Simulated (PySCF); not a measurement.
**How the numerical set-up moves the result for AlH**

Which parts of the numerical set-up matter for AlH? Each run edits the base script.

Method: method and basis as typed in the scripts; program: PySCF 2.14.0.

### 1 The system as given

AlH: 2 atoms, charge 0, spin multiplicity 1.

Bond lengths: Al1–H2 1.515 Å.

### 2 The base run

Contents of input.py:

```python
from pyscf import gto, dft

mol = gto.M(
    atom='Al 0 0 0; H 0 0 1.515',
    basis='6-311++g**',
    charge=0,
    spin=0,
    verbose=4,
)
mf = dft.RKS(mol, xc='tpssh')
mf.kernel()
mf.dip_moment()
print('orbital energies (hartree):', mf.mo_energy[..., max(0, mol.nelec[1]-3):mol.nelec[0]+3].round(4))
```

On the command line:

```bash
OMP_NUM_THREADS=1 python input.py
```

The log of this run is left out.

Base result: E(SCF) = -242.984570 Eh, 7 cycles, μ = 0.55 D.

The bond length is a typed value, not an optimised one.

### 3 Integration grid (50, 194)

Run 1 changes integration grid: default → (50, 194).

Contents of input.py:

```python
from pyscf import gto, dft

mol = gto.M(
    atom='Al 0 0 0; H 0 0 1.515',
    basis='6-311++g**',
    charge=0,
    spin=0,
    verbose=4,
)
mf = dft.RKS(mol, xc='tpssh')
mf.grids.atom_grid = (50, 194)
mf.kernel()
mf.dip_moment()
print('orbital energies (hartree):', mf.mo_energy[..., max(0, mol.nelec[1]-3):mol.nelec[0]+3].round(4))
```

On the command line:

```bash
OMP_NUM_THREADS=1 python input.py
```

### 4 Jorge-dzp

Run 2 changes basis set: 6-311++g** → jorge-dzp.

Changes to input.py since step 2:

```diff
@@ -4,3 +4,3 @@
     atom='Al 0 0 0; H 0 0 1.515',
-    basis='6-311++g**',
+    basis='jorge-dzp',
     charge=0,
```

### 5 Integration grid (99, 590)

Run 3 changes integration grid: default → (99, 590).

Changes to input.py since step 2:

```diff
@@ -10,2 +10,3 @@
 mf = dft.RKS(mol, xc='tpssh')
+mf.grids.atom_grid = (99, 590)
 mf.kernel()
```

### 6 X2c-tzvpall (X2C on)

Run 4 changes basis set: 6-311++g** → x2c-tzvpall; spin-free X2C: off → on.

Changes to input.py since step 2:

```diff
@@ -4,3 +4,3 @@
     atom='Al 0 0 0; H 0 0 1.515',
-    basis='6-311++g**',
+    basis='x2c-tzvpall',
     charge=0,
@@ -10,2 +10,3 @@
 mf = dft.RKS(mol, xc='tpssh')
+mf = mf.sfx2c1e()
 mf.kernel()
```

### 7 6-31g*

Run 5 changes basis set: 6-311++g** → 6-31g*.

Changes to input.py since step 2:

```diff
@@ -4,3 +4,3 @@
     atom='Al 0 0 0; H 0 0 1.515',
-    basis='6-311++g**',
+    basis='6-31g*',
     charge=0,
```

**Question.** What will these runs give? Wanted: for each run, E(SCF); from base; gap; dipole.

As calculated:

```
                       run  E(SCF) (hartree)  from base (eV)  cycles  gap (eV)  dipole (D)  functions
                      base       -242.984570               0       7      3.16        0.55         37
integration grid (50, 194)       -242.984595         -0.0007       7      3.16        0.55         37
                 jorge-dzp       -242.981229         +0.0909       7      3.15        0.60         29
integration grid (99, 590)       -242.984570          0.0000       7      3.16        0.55         37
      x2c-tzvpall (X2C on)       -243.425613  not comparable       7      3.20        0.52         43
                    6-31g*       -242.964231         +0.5535       6      3.15        0.90         20
```

What this shows: The SCF energy stays the same, to the digits that matter, with integration grid (99, 590). Of the runs whose energies can be compared, “6-31g*” moves the SCF energy most (+0.553 eV). jorge-dzp (29 functions) gives an energy 0.09 eV higher than 6-311++g** (37). 6-31g* (20 functions) gives an energy 0.55 eV higher than 6-311++g** (37).
